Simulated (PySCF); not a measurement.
Spectra and structures to be paired. Method: PySCF, TDDFT PBE0/def2-SVPD, vertical, gas phase, core orbitals frozen in the response. Geometries: GFN2-xTB; one conformer of each isolated species. Triplets are in the Tamm–Dancoff approximation.

A. `C#C[C@@H]1CS[SiH2]S1`
B. `C1CN1C(C)=O`
C. `C(=O)C#CC(=O)NC`
D. `O=C(F)C1=CC=C([SiH3])O1`
E. `c1ccccc1`

Lowest singlet levels (six at most, fewer where fewer were computed) with oscillator strengths:

1. 250 nm (f 0.000); 247 nm (f 0.003); 230 nm (f 0.001); 222 nm (f 0.018); 205 nm (f 0.000); 201 nm (f 0.008); T1 4.47 eV
2. 248 nm (f 0.462); 238 nm (f 0.000); 208 nm (f 0.026); 186 nm (f 0.001); 183 nm (f 0.003); 178 nm (f 0.203); T1 3.18 eV
3. 222 nm (f 0.000); 197 nm (f 0.000); 171 nm (f 0.004 summed over 2 states); 171 nm (f 1.208 summed over 2 states); 160 nm (f 0.000); 159 nm (f 0.083); T1 4.19 eV
4. 337 nm (f 0.000); 287 nm (f 0.007); 268 nm (f 0.043); 252 nm (f 0.012); 223 nm (f 0.036); 217 nm (f 0.107); T1 3.07 eV
5. 230 nm (f 0.004); 185 nm (f 0.058); 177 nm (f 0.082); 169 nm (f 0.125); 166 nm (f 0.007); 161 nm (f 0.037); T1 4.82 eV

Problem. Which spectrum belongs to which structure?

Solution. 1 = A, 2 = D, 3 = E, 4 = C, 5 = B.
- A: S1 at 4.96 eV, HOMO→LUMO (87%); Löwdin shares by element: HOMO sulfur 66%, carbon 8% or more, silicon 8% (atoms not listed hold the other 17%); LUMO sulfur 47%, silicon 16%, carbon 12% or more (atoms not listed hold the other 24%); HOMO -7.04 and LUMO -0.73 eV.
- B: S1 at 5.40 eV, HOMO→LUMO (69%), HOMO-1→LUMO (18%); Löwdin shares by element: HOMO oxygen 53%, nitrogen 21%, carbon 15% or more; LUMO carbon 36% or more, oxygen 22%, nitrogen 11% (atoms not listed hold the other 31%); HOMO -7.30 and LUMO 0.18 eV.
- C: S1 at 3.68 eV, HOMO-2→LUMO (68%), HOMO-1→LUMO (28%); Löwdin shares by element: HOMO nitrogen 45%, oxygen 25% or more, carbon 17% or more; LUMO carbon 58% or more, oxygen 25% or more (atoms not listed hold the other 18%); HOMO -8.11 and LUMO -2.59 eV.
- D: S1 at 5.01 eV, HOMO→LUMO (97%); Löwdin shares by element: HOMO carbon 72% or more (atoms not listed hold the other 28%); LUMO carbon 45% or more, oxygen 16% or more (atoms not listed hold the other 39%); HOMO -7.62 and LUMO -2.17 eV.
- E: S1 at 5.59 eV, HOMO-1/HOMO→LUMO/LUMO+1 (≥94%); Löwdin shares by element: HOMO (one of a set within 0.03 eV) carbon 79% or more (atoms not listed hold the other 21%); LUMO (one of a set within 0.03 eV) carbon 68% or more (atoms not listed hold the other 32%); HOMO -7.36 and LUMO -0.20 eV; point group D6h, 3 of its 8 listed states under f = 0.0005.
A and D have S1 within 0.05 eV of each other; their strongest listed levels stand at 5.59 eV (f 0.018) and 5.01 eV (f 0.462).

A slash joins orbitals within 0.01 eV of each other, whose weights are summed (≥ marks a lower bound).
